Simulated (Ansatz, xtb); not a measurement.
# Ligand exchange: C2H5Cl + SiH2Cl2 → CH2Cl2 + SiH2(CH3)Cl

Species: C2H5Cl (chloroethane) `CCCl`, singlet; SiH2Cl2 (dichlorosilane (DCS)) `Cl[SiH2]Cl`, singlet; CH2Cl2 (dichloromethane) `ClCCl`, singlet; SiH2(CH3)Cl ((chlorosilyl)methane), singlet. The partners trade CH3 for Cl: C–CH3 and Si–Cl bonds give way to C–Cl and Si–CH3.

Shapes, held fixed at every level: PBE0-D4/def2-TZVP. Programs: Ansatz 0.2.0, xtb 6.7.1. The zero-point and thermal change to 298 K, harmonic and unscaled (PBE0-D4/def2-TZVP), is -5.4 kJ/mol.

```
               level                    kind  ΔH(298 K) (kJ/mol)  less CCSD(T)/CBS estimate
            GFN0-xTB          semi-empirical              +137.6                      +12.7
   PBE-D4/def2-TZVPP                     GGA              +115.2                       -9.7
r2SCAN-D4/def2-TZVPP                meta-GGA              +122.9                       -2.0
 BHLYP-D4/def2-TZVPP           global hybrid              +128.7                       +3.8
  wB97M-V/def2-TZVPP  range-separated hybrid              +123.1                       -1.8
   B2PLYP/def2-TZVPP           double hybrid              +124.1                       -0.8
      MP2/def2-TZVPP     perturbation theory              +127.4                       +2.5
CCSD(T)/CBS estimate   coupled cluster or CI              +124.9                        0.0
```

The highest level, CCSD(T)/CBS estimate, gives ΔH(298 K) = +124.9 kJ/mol; the levels span +115.2 to +137.6. The column of differences is taken from that level and isn't an error. No measured value is set beside it here. The CBS estimate extrapolates MP2 from def2-TZVPP and def2-QZVPP and adds CCSD(T) − MP2 in the triple-zeta set, cores frozen.
